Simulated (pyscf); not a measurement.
Single points on ωB97X-D3(BJ)/def2-SVP structures (PySCF, gas phase).

Q: `[CH4]` + `[CH3][Ga]([F])[Cl]` -> `[CH3][Ga]([CH3])[Cl]` + `[FH]`
Surface: singlet. Broken: C–H, F–Ga. Formed: C–Ga, F–H. Give ΔE‡ and ΔE from PBE/def2-TZVP, relative to the separated reactants.

A: ΔE‡ = 30.5 kcal/mol, ΔE = +26.5 kcal/mol. ωB97M-D3(BJ)/def2-TZVP gives 33.9 kcal/mol and +26.2 kcal/mol. Zero-point energy shifts the barrier by -1.4 kcal/mol. It is a four-centre exchange, with an imaginary mode of 1091i cm⁻¹. On the reactant side the descent ends in a complex, 4.0 kcal/mol under the separated species and 36.8 kcal/mol under the saddle at ωB97X-D3(BJ)/def2-TZVP. On the product side the descent ends in an adduct with a F–Ga contact (not fully relaxed), 11.0 kcal/mol under the separated species and 18.1 kcal/mol under the saddle at ωB97X-D3(BJ)/def2-TZVP. What is counted as broken (F–Ga) persists as a longer contact in the product adduct; parting that adduct is a step of its own. One saddle was located; it need not be the lowest between these sides. Elements up to Kr have no core potential and no relativistic terms here.
